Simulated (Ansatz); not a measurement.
# AlCl2: the cost of one run

Computed with Ansatz 0.2.0, Gaussian basis. Level: def2-QZVPP, all electrons in the functionals, frozen cores in the correlation of double hybrids and RPA.

To be run: PBE, BLYP, r2SCAN, B97M-V, PBE0, B3LYP, wB97M-V, B2PLYP, at charge 0, doublet; charge 0, quartet; charge 1, singlet; charge 1, triplet.

5 further runs of the same task are left out: 1 that didn't finish, 4 set aside as unsound or not needed.

### Step 1. What is computed

The geometry is a PBE0/def2-TZVP stationary point (not a proven minimum).

3 atoms, charge 0, spin multiplicity 2.

Atoms are counted from 1 here; the program's logs count them from 0.

Bond lengths: Al1–Cl2 2.103 Å, Al1–Cl3 2.103 Å. Angles: Cl2–Al1–Cl3 119.0°.

No dispersion term is added; B97M-V, wB97M-V hold VV10 nonlocal correlation. B3LYP takes the VWN-RPA correlation.

The geometry shown and the zero of energy belong to the point charge 0, doublet. The yardstick, UCCSD(T), and other wave-function levels (R restricted, U unrestricted, valence and pair active spaces) come from earlier runs.

### Step 2. PBE, charge 0, doublet

File in.yaml:

```yaml
crystal:
  periodic: [false, false, false]
  atoms:
    - {symbol: Al, position_ang: [0.000000, -0.773386, 0.000000]}
    - {symbol: Cl, position_ang: [0.000000, 0.294293, -1.811338]}
    - {symbol: Cl, position_ang: [0.000000, 0.294293, 1.811338]}
basis:
  gaussian: {orbitals: "def2-QZVPP.json"}
magnetization: {spin_polarized: true, initial_magnetization: 1}
hamiltonian: {xc: {name: PBE}}
output: {orbitals: {seedname: orbitals}}
```

Started as:

```console
$ ansatz run in.yaml --threads 1 --pin off --events-out ev --progress --plain --max-ram 2393MiB
```

**Question.** How long does this run take on 1 thread of Arm Neoverse V2, shared host, and how much memory does it need?

About 6.5 s, with a peak of 0.29 GiB.
